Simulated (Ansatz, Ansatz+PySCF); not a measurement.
```tsv
atom	x (Å)	y (Å)	z (Å)
C	-0.0042	-0.0088	-0.3075
O	0.0040	1.1261	0.2136
O	-0.0036	-1.1248	0.2126
H	0.0013	-0.0007	-1.4829
```

RHF on singlet CHO₂(-) was run in several spherical basis sets with Ansatz (development build ahead of 0.2.0). Caution: no diffuse functions for an anion.

(1) Rank the basis sets by the total energy that they give, lowest first, with the distance from the lowest.
A. def2-SVP
B. STO-3G
C. 6-31G(d)
D. def2-TZVP
E. cc-pVTZ
F. cc-pVDZ

Answers

(1) D (0.00 eV), E (0.35 eV), F (2.20 eV), C (2.62 eV), A (6.53 eV), B (76.80 eV).

Totals follow the description of the cores as much as that of the bonds, so this order isn't one of quality for chemistry.
